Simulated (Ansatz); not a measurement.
**LiPH₂ (triplet): wave-function methods side by side, 6-31G**

One table from this session's results is given with a row withheld; the runs are named, their logs left out.

Program: Ansatz 0.2.0, Gaussian basis. Level of theory: 6-31G, core rule «outside noble gas», up to 6 orbitals frozen. These are calculated values, not measurements.

The runs, in order: UHF; CCSD(T) on ROHF; CCSD(T) on UHF; BCCD(T) on ROHF; CISD; CCSDT(Q) on ROHF; CCSDT(Q) on UHF; CISDTQ; CCSDTQ on ROHF; Full CI.

28 further runs of the same task are left out: 12 for a known fault of the program, 1 for a mislabelled method, 5 that didn't finish, 10 set aside as unsound or not needed.

## The geometry

The geometry is a PBE0/def2-TZVP stationary point (not a proven minimum).

4 atoms, charge 0, spin multiplicity 3.

Atoms are counted from 1 here; the program's logs count them from 0.

Bond lengths: P1–H3 1.430 Å, P1–H4 1.420 Å. Angles: H3–P1–H4 93.2°.

The first run:

Input file in.yaml:

```yaml
crystal:
  periodic: [false, false, false]
  atoms:
    - {symbol: P, position_ang: [0.000000, 0.027316, 0.488956]}
    - {symbol: Li, position_ang: [0.000000, -0.001113, -2.577448]}
    - {symbol: H, position_ang: [0.000000, 0.504297, 1.836882]}
    - {symbol: H, position_ang: [0.000000, -1.336050, 0.886751]}
basis:
  gaussian: {orbitals: 6-31G}
magnetization: {spin_polarized: true, initial_magnetization: 2}
hamiltonian: {xc: hf}
output: {orbitals: {seedname: orbitals}}
```

Launch:

```
$ ansatz run in.yaml --threads 1 --pin off --events-out ev --progress --plain --max-ram 2393MiB
```

Among the steps run: UHF; CCSD(T) on ROHF; CCSD(T) on UHF; BCCD(T) on ROHF; CISD; CCSDT(Q) on ROHF; CCSDT(Q) on UHF; CISDTQ; CCSDTQ on ROHF; Full CI.

One table of the session follows, with a row left open; its other results are not shown here.

It belongs to the step «Misses and costs». 

```
   method  from FCI (meV)
     ROHF         +1893.5
      UHF         +1845.3
     RMP2               ?
     UMP2          +511.4
     CISD           +79.7
    RCCSD           +26.2
    UCCSD           +26.3
 RCCSD(T)            +7.5
 UCCSD(T)            +7.5
  BCCD(T)            +7.7
   RCCSDT            +1.4
   UCCSDT            +1.2
   CISDTQ            +1.2
RCCSDT(Q)            +0.3
UCCSDT(Q)            +0.2
  RCCSDTQ            +0.1
      FCI               0
```

**Question.** Estimate the row for RMP2.

**Answer.** from FCI (meV): +519.9. In the column «from FCI (meV)» it lies between UMP2 (+511.4) and UHF (+1845.3).

Limits of these values: Levels on UHF freeze UHF's core orbitals, full CI those of ROHF, so the U rows can settle a little off it for that reason alone. Restricted and unrestricted rows rest on different reference determinants; where their highest levels disagree by more than a few hundredths of an eV, they describe different states and don't form one ladder.
